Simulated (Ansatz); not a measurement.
# AlAs⁺, quartet in cc-pVDZ: errors against full CI

Geometry: a point of a stretch scan, not a stationary point.

```yaml
atoms:
  - { symbol: Al, position_ang: [0.0000, 0.0000, 0.0000] }
  - { symbol: As, position_ang: [0.0000, 0.0000, 2.3150] }
```

Basis cc-pVDZ; Ansatz 0.2.0. Only valence electrons are correlated (noble-gas cores and the filled d shells of p-block atoms frozen), which leaves 7 electrons in 26 orbitals. Prefix R: restricted or restricted open-shell reference. Active spaces: pair = (5e, 5o) about the gap; valence = (7e, 8o) chosen from the atoms' valence shells. No spin–orbit coupling is included, and no scalar relativity.

Full CI is exact within this basis and frozen core; it isn't the basis-set limit.

For open shells CISD is restricted-active-space CI with the open shells as a complete middle space.

The UHF ⟨S²⟩ is 3.780. The T1 diagnostic (RCCSD) is 0.0357 and the largest doubles amplitude (RCCSD) is 0.075.

From what is known of these methods and the diagnostics, rank them by the size of their error in total energy against full CI in cc-pVDZ, smallest first (an estimate: the text doesn't fix the numbers).
A. MRCISD+Q (valence space)
B. CISD
C. RCCSDT(Q)
D. MRCISD (valence space)
E. CASSCF (pair space)

C (0.1 kJ/mol), A (3.7 kJ/mol), D (14.8 kJ/mol), B (24.2 kJ/mol), E (292.6 kJ/mol).

All errors are against full CI in cc-pVDZ. Within each family the higher level lies nearer, as is usual though not guaranteed.

The full-CI state has the irrep A2 of C2v, in the program's axes (one component, if the state is degenerate).

Natural occupations of full CI about the gap: 1.954 1.897 0.990 0.985 0.985 0.039 0.039 0.033 0.011 0.011; effectively unpaired electrons, Σ n²(2−n)², 3.06.
